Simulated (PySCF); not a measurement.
Molecule: `C1(=C)C=C1`, C₄H₄.

Geometry (Å), atoms numbered from 1 in this order:
```xyz
8

C     1.4506    0.0267    0.1791
C     0.1520    0.0039    0.0150
C    -1.1549    0.6309   -0.0205
C    -1.1008   -0.6682   -0.2700
H     2.0453   -0.8646    0.0771
H     1.9710    0.9373    0.4212
H    -1.7408    1.5124    0.0821
H    -1.6133   -1.5691   -0.5085
```

Frames of a GFN2-xTB Langevin trajectory at 600 K; GIAO PBE0/pcSseg-1 shieldings in PySCF 2.14.0 with density-fitted response routines, gas phase, non-relativistic; equivalent atoms averaged within each frame.

δ = σ(ref) − σ, references computed at the same level: 13C (σ = 186.93 ppm), 1H (σ = 31.72 ppm) vs TMS. The references are static minima.

**Question.** How do the shifts (ppm) fluctuate along the trajectory?

**Answer.** 
```csv
time (fs),C3/C4,C2,C1,H7/H8,H5/H6
optimised geometry,144.0,122.5,65.3,8.23,4.05
250,152.8,120.1,61.6,7.97,3.58
425,154.7,131.8,69.8,8.77,4.29
625,153.4,124.7,77.1,8.20,5.31
800,143.8,120.5,74.2,8.00,5.07
1000,159.6,129.1,70.3,9.11,4.31
mean of frames,152.8,125.2,70.6,8.41,4.51
standard deviation,5.7,5.2,5.9,0.51,0.69
```

5 frames give an uncertainty of the mean of about the standard deviation over 2.2 at best, since frames this close in time may not be independent; classical motion lacks zero-point vibration, and the reference would need the same averaging.
